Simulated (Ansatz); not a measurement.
Tetradymite Bi2Se3 was calculated with PBE in Ansatz (PAW).

Numerical settings: plane-wave cutoff 520 eV, 10×10×10 k mesh, scalar-relativistic PAW data made under PBE.

Cell (relaxed at this level):

```cif
data_Bi6Se9
_chemical_formula_sum 'Bi6 Se9'
_space_group_name_H-M_alt 'R-3m :H'
_space_group_IT_number 166
_space_group_name_Hall '-R 3 2"'
_cell_length_a 4.18934
_cell_length_b 4.18934
_cell_length_c 31.46520
_cell_angle_alpha 90.000
_cell_angle_beta 90.000
_cell_angle_gamma 120.000
loop_
_atom_site_label
_atom_site_type_symbol
_atom_site_symmetry_multiplicity
_atom_site_Wyckoff_symbol
_atom_site_fract_x
_atom_site_fract_y
_atom_site_fract_z
_atom_site_occupancy
Bi1 Bi 6 c 0.00000 0.00000 0.39535 1
Se1 Se 3 a 0.00000 0.00000 0.00000 1
Se2 Se 6 c 0.00000 0.00000 0.22168 1
```
(The calculation used a cell of 5 atoms; values per cell refer to that cell.)

### Question
What does this level give for the Poisson ratio, elastic constant C44, elastic constant C66, Voigt–Reuss–Hill bulk modulus, Young modulus, elastic constant C11, elastic constant C12, elastic constant C13 and elastic constant C33?

### Answer

- Poisson ratio = 0.226
- elastic constant C44 = 1.92 GPa
- elastic constant C66 = 23.1 GPa
- Voigt–Reuss–Hill bulk modulus = 11.8 GPa
- Young modulus = 19.4 GPa
- elastic constant C11 = 63.3 GPa
- elastic constant C12 = 17.0 GPa
- elastic constant C13 = 2.94 GPa
- elastic constant C33 = 4.01 GPa

Note: the cell comes from a level without a dispersion term, which matters for the spacing of layers, chains or molecules; the cell has widely spaced layers and the level no dispersion term, so their spacing and the moduli can rest on weak binding.

Elastic constants are with the ions relaxed.

Spin–orbit coupling is not included; it can shift volumes and moduli of such heavy elements.

The computed numbers hold no vibrational or temperature effects.

Cost on a shared machine: roughly 2.6 core-hours.

Ansatz is a first-principles code.
